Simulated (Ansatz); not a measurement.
Mulliken charges of `[BH2][AlH][OH]` from ωB97M-V/def2-TZVPP in Ansatz (PBE0-D4/def2-TZVP geometry).

```csv
atom,x (Å),y (Å),z (Å),charge (e)
B1,-1.319,0.360,-0.677,-0.238
Al2,0.401,0.053,0.527,0.450
O3,1.618,-0.940,-0.130,-0.406
H4,-2.284,-0.350,-0.622,0.084
H5,-1.414,1.271,-1.452,0.084
H6,0.627,0.677,1.978,-0.134
H7,2.431,-1.140,0.330,0.160
```

**Question.** By hand: the dipole of these point charges (1 e Å = 4.8032 D).

**Answer.** Σ q r = (-0.168, 0.124, 0.065) e Å, of length 0.219 e Å = 1.05 D.

**Question.** How does the dipole of the full density compare? (An estimate is asked.)

**Answer.** Computed: (0.086, 0.027, 0.141) e Å, 0.80 D; the point charges give 1.31 times that, at 93° from its direction.

Point charges leave out the atoms' own dipoles, such as those of lone pairs, and Mulliken's split depends on the basis, so the two needn't agree.
